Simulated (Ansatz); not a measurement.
Gas-phase electronic energies from Ansatz, PBE0-D4/def2-TZVP geometries. CCSD(T)/CBS is the MP2 limit (def2-TZVPP, def2-QZVPP) plus CCSD(T) − MP2 in def2-TZVPP, frozen cores. This one scheme is used for every species, atoms too. DFT in def2-TZVPP. Open shells (•) are unrestricted, without spin–orbit coupling. Spin–orbit coupling would lower the free atoms: a little for B, Si.

Consider the atomization: `B[N][SiH3]`• → B• + 5 H• + N• + Si•.

`B[N][SiH3]`•:

Cartesian coordinates in Å:
```
B 0.322 -1.478 0.826
N 0.108 -0.317 0.194
Si -0.228 1.144 -0.631
H -0.542 -2.321 0.853
H 1.376 -1.692 1.373
H 0.718 1.336 -1.758
H -0.139 2.298 0.298
H -1.615 1.029 -1.155
```

(1) What is ΔE at CCSD(T)/CBS? (Best estimate.)

(2) What do these levels give: CAM-B3LYP-D4, PBE, r2SCAN0, BHLYP, HF/def2-SVP, HF/def2-QZVPP? (Best estimate.)

Largest T1 diagnostic among the species: 0.026.

## Answers

(1) The calculation gave: +26.35 eV.

(2) Ansatz gave: CAM-B3LYP-D4 26.95, PBE 26.74, r2SCAN0 26.35, BHLYP 26.20, HF/def2-SVP 19.96, HF/def2-QZVPP 20.07 eV.

From BLYP to BHLYP (50 % exact exchange), in def2-TZVPP and without D4, ΔE moves by −0.40 eV: exact exchange takes away binding that semilocal exchange gives to molecules. Leaving LDA and LC-ωPBE aside and taking each functional with its dispersion term where it has one, the values, not all of them listed here, spread over 0.82 eV, from PBE-QIDH to CAM-B3LYP-D4. LDA lies +3.09 eV from PBE without D4, its usual overbinding.

For atomizations the MP2-based limit and the directly extrapolated one differ by several kJ/mol either way, and by 10 to 25 for some Ge, Se and Sn compounds, so smaller differences from it don't rank the levels.
